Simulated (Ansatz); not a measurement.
Diamond-structure Si was calculated with Hartree–Fock (Ansatz, a program for electronic structure, plane waves, PAW).

Run with plane-wave cutoff 460 eV, 8×8×8 k mesh, Fermi–Dirac smearing 0.01 eV, scalar-relativistic PAW data made under PBE.

Energies at three volumes about the minimum:

```tsv
V (Å³/atom)	E − E_lowest (meV/atom)
20.402	3.38
20.925	0.00
21.448	5.04
```

Task: Fit a parabola by hand: where is the minimum, what lattice constant follows, and what is the bulk modulus?

Result: Slopes: (0.00 − 3.38)/(20.925 − 20.402) = -6.463 and (5.04 − 0.00)/(21.448 − 20.925) = 9.637 meV/Å³. Curvature E″ = 2 × (9.637 − (-6.463))/(21.448 − 20.402) = 30.784 meV/Å⁶. From the middle of the first interval, the slope vanishes at V0 = 20.6635 − (-6.463)/30.784 = 20.873 Å³/atom. B = V0 E″ = 20.873 × 30.784 meV/Å³ × 0.1602 GPa per meV/Å³ = 103 GPa. With 8 atoms in the cube, a = (8 × 20.873)^(1/3) = 5.507 Å. The full Birch–Murnaghan fit to all volumes gives V0 = 20.863 Å³/atom and B0 = 104 GPa.

Measured, for comparison: bulk modulus 101 GPa (0 K value with zero-point phonon effects removed; as tabulated in Sun et al. (2011), doi:10.1103/physrevb.84.035117); lattice constant a 5.421 Å (static lattice: zero-point anharmonic expansion removed; as tabulated in Mejia-Rodriguez and Trickey (2018), arXiv:1807.09216). Computed (rounded) less measured: bulk modulus +3 %.
